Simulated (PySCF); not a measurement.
CHO, SMILES [CH]=O (connectivity only; charge and spin as stated), charge +1, multiplicity 1. Geometry: B3LYP-D3(BJ)/def2-TZVPD. The isomer is the one that the SMILES or the coordinates give; other isomers of the formula were not compared.

TDA-M06-2X/def2-TZVPD in PySCF puts the lowest singlet excitations at 8.88, 10.00, 10.00, 11.62, 11.62, 14.56 eV.

**Question.** What are the lowest excitation roots from ADC(3)/aug-cc-pVDZ (PySCF 2.14.0)? (Estimate from the structure and the level; the computed values follow.)

**Answer.** 9.74, 10.01, 10.01, 12.15, 12.15, 15.00 eV. S1 differs by 0.86 eV (second minus first; roots are paired by order, and the bases may differ).
